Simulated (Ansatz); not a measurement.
Compare A (`CCCC(C)(C)C`) with its isomer B (`CCC(C)C(C)C`).

Isolated molecules relaxed with PBE0-D4/def2-TZVP in Ansatz; ΔE leaves out vibrations. CBS: MP2 limit from def2 TZ/QZ plus the TZ coupled-cluster correction, frozen cores. Functionals use def2-TZVPP. B3LYP here is the variant with VWN-RPA as its local correlation; programs differ in this. Each species was taken in one conformer, which may not be the lowest.

(1) Which is lower in electronic energy at CCSD(T)/CBS, and by how much? (Estimate.)

(2) Give E(B) − E(A) in kcal/mol with B3LYP-D4, CCSD(T)/def2-TZVPP, BLYP-D4, B2PLYP, HF/def2-TZVPP, PBE0-D4, CCSD/def2-TZVPP. (Best estimate.)

Largest T1 diagnostic: 0.009.

Results:

(1) Ansatz gave: A, by 2.2 kcal/mol.

(2) Computed: B3LYP-D4 1.7, CCSD(T)/def2-TZVPP 2.3, BLYP-D4 1.7, B2PLYP 2.2, HF/def2-TZVPP 2.3, PBE0-D4 1.8, CCSD/def2-TZVPP 2.3. None reverses the order clearly.

Leaving LDA and LC-ωPBE aside and taking each functional with its dispersion term where it has one, the values, not all of them listed here, spread over 0.5 kcal/mol, from BLYP-D4 to PBE-QIDH.
